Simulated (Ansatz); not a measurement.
## How methods differ on BH5O (B(H2O)H3)

The species is BH5O (7 atoms), meant as a singlet with charge 0. SMILES: `[H]B([H])([H])<-O`. The shape is that of a GFN2-xTB optimisation.

```xyz
7

B     0.0678   -0.1117   -0.6689
O     0.1008   -0.1466    1.0307
H    -0.8361   -0.1426    1.2525
H     0.4863    0.7089    1.2448
H     1.2101   -0.0685   -0.9703
H    -0.5443    0.8763   -0.9302
H    -0.4847   -1.1158   -0.9586
```

Quantity: the energy change with the O2–H4 bond stretched from 0.962 to 1.444 Å, in eV. The values are calculated.

```csv
level,kind,program,value (eV),less FCI/STO-3G,CPU time (all runs)
HF/STO-3G (restricted),Hartree–Fock,Ansatz,3.25,+1.20,0.1 s
r2SCAN0/STO-3G (restricted),hybrid meta-GGA,Ansatz,2.49,+0.44,3.5 s
HSE06/STO-3G (restricted),range-separated hybrid,Ansatz,2.33,+0.28,2 s
B2PLYP/STO-3G (restricted),double hybrid,Ansatz,2.32,+0.27,2.3 s
MP2/STO-3G (restricted),perturbation theory,Ansatz,2.45,+0.40,0.12 s
CCSD/STO-3G (restricted),coupled cluster or CI,Ansatz,2.07,+0.02,0.17 s
CCSDT/STO-3G (restricted),coupled cluster or CI,Ansatz,2.05,0.00,0.36 s
CCSDTQ/STO-3G (restricted),coupled cluster or CI,Ansatz,2.05,0.00,7.4 s
FCI/STO-3G,exact in the basis,Ansatz,2.05,0.00,21 s
```

FCI/STO-3G is exact within its basis and frozen core, so for wave-function methods in that basis the difference is their error; functionals converge differently with the basis, so for them it is only a difference. A spin-restricted reference rises too steeply as a bond breaks; here HF/STO-3G, r2SCAN0/STO-3G, MP2/STO-3G lie well above the multireference or unrestricted value. The first shape isn't each level's own minimum. The values span 2.05 to 3.25 eV. All rows use very small basis sets, so none should be taken for the real molecule's value. Times are those of the runs behind each value, whatever else they computed, on shared processors of several kinds: orders of magnitude only.
